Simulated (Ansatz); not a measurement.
Input file for Ansatz (a quantum-chemistry and plane-wave program): R-CCSD(T)/aug-cc-pVDZ on H2O (SMILES O) with ghost functions.

Ansatz 0.2 input:
```yaml
crystal:
  periodic: [false, false, false]
  atoms:
    - {symbol: O, position_ang: [-4.98004159, -0.52031715, 0.00000000]}
    - {symbol: H, position_ang: [-4.81523759, -1.46503915, 0.00000000]}
    - {symbol: H, position_ang: [-4.09274059, -0.14872715, 0.00000000]}
basis:
  gaussian:
    orbitals: aug-cc-pVDZ
    ghost_atoms:
      - {symbol: C, position_ang: [1.28671241, -0.55310315, -1.20755700]}
      - {symbol: H, position_ang: [1.40275741, -1.08082815, -2.14414500]}
      - {symbol: C, position_ang: [0.98450841, 0.80780585, -1.20789500]}
      - {symbol: H, position_ang: [0.86352941, 1.33497985, -2.14405400]}
      - {symbol: C, position_ang: [0.83385441, 1.48867985, 0.00000000]}
      - {symbol: H, position_ang: [0.59803041, 2.54395085, 0.00000000]}
      - {symbol: C, position_ang: [0.98450841, 0.80780585, 1.20789500]}
      - {symbol: H, position_ang: [0.86352941, 1.33497985, 2.14405400]}
      - {symbol: C, position_ang: [1.28671241, -0.55310315, 1.20755700]}
      - {symbol: H, position_ang: [1.40275741, -1.08082815, 2.14414500]}
      - {symbol: C, position_ang: [1.43821341, -1.23316915, 0.00000000]}
      - {symbol: H, position_ang: [1.67505141, -2.28840215, 0.00000000]}
magnetization: {spin_polarized: false}
correlation: {method: ccsd_t, electrons: outside_noble_gas}
scf: {lower_state_search: off}
```

The head of its log:

```
WARN ansatz: RAYON_NUM_THREADS=6 ignored (pool sized by the plan → 6); use --threads N
Functional definition: HF
these checks for a lower state are left out or cut short: stability, starts, cluster_reference, orbital_swaps, neighbouring_geometries, increment
integrals: 1.27 GiB planned
1645 factors; integrals over basis functions are off by at most 1.1e-3 eV
mean field: 0.64 GiB planned
mean field evaluation 1: about -2067.3147 eV, gradient 3.3e1 eV
mean field evaluation 2: about -2067.3140 eV, gradient 3.3e1 eV
mean field evaluation 4: about -2069.1759 eV, gradient 1.5e0 eV
mean field evaluation 8: about -2069.1835 eV, gradient 5.8e-4 eV
mean field -2069.18354113 eV, -76.0410925935 hartree, gradient 1.9e-6 eV, S^2 0.000000; 0 other end points of the search recorded, 0 dependent functions left out
1 core orbitals not correlated
reference -2069.18354113 eV, -76.0410925935 hartree; 4, 4 occupied and 228, 228 virtual orbitals, 1645 factors
```

Task: What total energy does the run end on?

Result: -76.2739 hartree (reference determinant -76.0411, T1 diagnostic 0.012).
